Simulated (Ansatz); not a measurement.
# HNO2 (nitrous acid) at 6 levels

We compute a comparison of 6 runs (UHF/STO-3G, B2PLYP/STO-3G, B3LYP/STO-3G, r2SCAN0/STO-3G, UMP2/STO-3G, CCSD(T)/STO-3G) of HNO2 (nitrous acid). 

The calculation is run with Ansatz 0.2.0.

61 further runs of the same task are left out: 1 that didn't finish, 60 set aside as unsound or not needed.

**1. The structure to begin with**

HNO2: 4 atoms, total charge 0, spin state singlet. SMILES: `O=NO`. The O3–N2 distance was set to 1.747 Å, away from the relaxed value.

Bond lengths: O1–N2 1.162 Å, O3–H4 0.967 Å. A long bond or contact: N2–O3 1.747 Å.

**2. The energy at UHF/STO-3G (run 1)**

The input, input.yaml:

```yaml
crystal:
  periodic: [false, false, false]
  atoms:
    - symbol: O
      position_ang: [0.584360, -0.166298, 1.654778]
    - symbol: N
      position_ang: [0.490860, -0.632928, 0.594888]
    - symbol: O
      position_ang: [-0.362650, 0.434660, -0.492650]
    - symbol: H
      position_ang: [-0.371140, -0.062490, -1.321980]
basis:
  gaussian:
    orbitals: STO-3G
magnetization:
  spin_polarized: true
hamiltonian:
  xc: hf
accuracy: high
```

Command:

```
$ ansatz run input.yaml --threads 1 --pin off --max-ram 3480MiB --events-out events.jsonl --progress --plain --runs-dir runs
```

Log:

```text
Warning: RAYON_NUM_THREADS=1 ignored (pool sized by the plan → 1); use --threads N
Functional definition: HF
  name "HF"
  exchange = exact_x
  correlation = 0
273 factors; integrals over basis functions are off by at most 3.2e-8 eV
mean field evaluation 1: about -5487.8404 eV, gradient 2.2e1 eV
mean field evaluation 2: about -5487.9707 eV, gradient 2.2e1 eV
mean field evaluation 4: about -5492.3302 eV, gradient 3.5e0 eV
mean field evaluation 8: about -5492.6179 eV, gradient 8.8e-2 eV
mean field evaluation 16: about -5492.6073 eV, gradient 1.9e-8 eV
mean field evaluation 32: about -5493.5770 eV, gradient 1.1e-7 eV
mean field evaluation 64: about -5493.4989 eV, gradient 4.4e-1 eV
mean field evaluation 96: about -5493.3351 eV, gradient 4.4e-1 eV
mean field evaluation 128: about -5493.0258 eV, gradient 1.7e0 eV
mean field evaluation 160: about -5493.3787 eV, gradient 6.3e-1 eV
mean field evaluation 192: about -5492.6068 eV, gradient 2.3e-1 eV
mean field evaluation 224: about -5493.5769 eV, gradient 6.3e-2 eV
mean field -5493.57702255 eV, -201.8852318983 hartree, gradient 1.5e-8 eV, S^2 0.897414; 7 other end points of the search recorded, 0 dependent functions left out
reference -5493.57702255 eV, -201.8852318983 hartree; 12, 12 occupied and 4, 4 virtual orbitals, 273 factors
Total energy: -5493.57702255 eV, -201.8852318983 hartree
```

Run time: 0.24 s. Hardware: 1 thread of Intel Xeon 6975P-C (Granite Rapids), shared host.

**3. A single-point energy at B2PLYP/STO-3G (run 2)**

The input, input.yaml:

```yaml
crystal:
  periodic: [false, false, false]
  atoms:
    - {symbol: O, position_ang: [0.584360, -0.166298, 1.654778]}
    - {symbol: N, position_ang: [0.490860, -0.632928, 0.594888]}
    - {symbol: O, position_ang: [-0.362650, 0.434660, -0.492650]}
    - {symbol: H, position_ang: [-0.371140, -0.062490, -1.321980]}
basis:
  gaussian:
    orbitals: STO-3G
hamiltonian:
  xc: {name: B2PLYP}
correlation:
  frozen_orbitals: {H: 0, "N": 1, O: 1}
accuracy: high
```

Command:

```
$ ansatz run input.yaml --threads 1 --pin off --max-ram 3480MiB --events-out events.jsonl --progress --plain --runs-dir runs
```

Log, shortened:

```text
Warning: RAYON_NUM_THREADS=1 ignored (pool sized by the plan → 1); use --threads N
Functional definition: B2PLYP
  name "B2PLYP"
[...]
273 factors; integrals over basis functions are off by at most 3.2e-8 eV
[...]
mean field -5510.74398722 eV, -202.5161062139 hartree, gradient 3.2e-8 eV, S^2 0.000000; 0 other end points of the search recorded, 0 dependent functions left out; unrestricted orbitals would lower it
3 core orbitals not correlated: weight in the atoms' cores, before any rotation towards them, 1.000 or more for the frozen orbitals, at most 0.000 for the correlated occupied ones
reference -5510.74400021 eV, -202.5161066912 hartree; 9, 9 occupied and 4, 4 virtual orbitals, 273 factors
second order -7.84405018 eV of doubles, -0.00000000 eV of singles
Total energy: -5512.86189376 eV, -202.5939378435 hartree
```

It took 0.62 s on 1 thread of Intel Xeon 6975P-C (Granite Rapids), shared host.

Runs 3 to 5 aren't shown in full; the table further down has their settings and results.

**4. A single-point energy at CCSD(T)/STO-3G (run 6)**

The input, input.yaml:

```yaml
crystal:
  periodic: [false, false, false]
  atoms:
    - symbol: O
      position_ang: [0.584360, -0.166298, 1.654778]
    - symbol: "N"
      position_ang: [0.490860, -0.632928, 0.594888]
    - symbol: O
      position_ang: [-0.362650, 0.434660, -0.492650]
    - symbol: H
      position_ang: [-0.371140, -0.062490, -1.321980]
basis:
  gaussian: {orbitals: STO-3G}
correlation: {method: ccsd_t, frozen_orbitals: {H: 0, "N": 1, O: 1}}
accuracy: high
scf: {omitted_lower_state_checks: [cluster_reference, increment]}
```

Command:

```
$ ansatz run input.yaml --threads 1 --pin off --max-ram 3480MiB --events-out events.jsonl --progress --plain --runs-dir runs
```

Log:

```text
Warning: RAYON_NUM_THREADS=1 ignored (pool sized by the plan → 1); use --threads N
[... 11 lines left out ...]
3 core orbitals not correlated: weight in the atoms' cores, before any rotation towards them, 1.000 or more for the frozen orbitals, at most 0.000 for the correlated occupied ones
[... 30 lines left out ...]
Total energy: -5499.11937261 eV, -202.0889095066 hartree
Checks for a lower state left out: cluster_reference, increment
```

It took 0.12 s on 1 thread of Intel Xeon 6975P-C (Granite Rapids), shared host.

**5. Overview of the runs**

| run | level | frozen core orbitals | energy (Eh) | wall time |
| --- | --- | --- | --- | --- |
| 1 | UHF/STO-3G | – | -201.885232 | 0.24 s |
| 2 | B2PLYP/STO-3G | 3 | -202.593938 | 0.62 s |
| 3 | B3LYP/STO-3G | – | -202.850396 | 0.42 s |
| 4 | r2SCAN0/STO-3G | – | -202.764992 | 0.93 s |
| 5 | UMP2/STO-3G | 3 | -201.995235 | 0.32 s |
| 6 | CCSD(T)/STO-3G | 3 | -202.088910 | 0.12 s |

**6. Summary of results**

```
                                          quantity          value
                               run 6: total energy  -202.08891 Eh
run 6: correlation energy (3 core orbitals frozen)     -239.3 mEh
                             run 6: (T) correction     -10.10 mEh
                              run 6: T1 diagnostic          0.024
```

What this shows: Below the UHF energy at the same shape and in the same basis (STO-3G): UMP2 -110.0 mEh; CCSD(T) -203.7 mEh. Some of these start from another determinant than that one, so these aren't their correlation energies. Totals of different functionals can't be ranked against each other. In runs 2, 6 the log says that unrestricted orbitals would lower the reference, so the values rest on an unstable closed-shell determinant (other closed-shell runs at this shape may share the fault). In runs 1, 2, 3, 4, 5, 6 the basis is minimal, so the values are rough. Spin contamination of the reference: run 1 ⟨S²⟩ = 0.90, run 5 ⟨S²⟩ = 0.90. Where it is this large, the reference is a mixture of spin states, and values that rest on it are in doubt. All runs together took 2.6 s, the longest 0.93 s.
